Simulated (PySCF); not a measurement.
All values below come from PySCF 2.14.0 with B3LYP-D3(BJ)/def2-TZVP. Isolated molecules, 0 K electronic values unless said otherwise. B3LYP has the VWN-RPA correlation part, as in Gaussian. Delta-SCF ions had no search for a lower state. Excitations are Tamm–Dancoff values on a coarser integration grid. The basis has no diffuse functions, so Rydberg states are missing or too high.

Reference species (SMILES): `C#N` (neutral, multiplicity 1).

```json
{
 "S1 excitation (TDA)": "7.93 eV",
 "vertical ionisation energy (Delta-SCF)": "13.73 eV"
}
```

Changed species: `N#CC=S` (X = thioformyl; the reference has X = H).

Q: Predict the effect on the S1 excitation (TDA) and vertical ionisation energy (Delta-SCF).

A: the S1 excitation (TDA) falls by 5.98 eV, to 1.95 eV; the vertical ionisation energy (Delta-SCF) falls by 3.74 eV, to 9.99 eV.
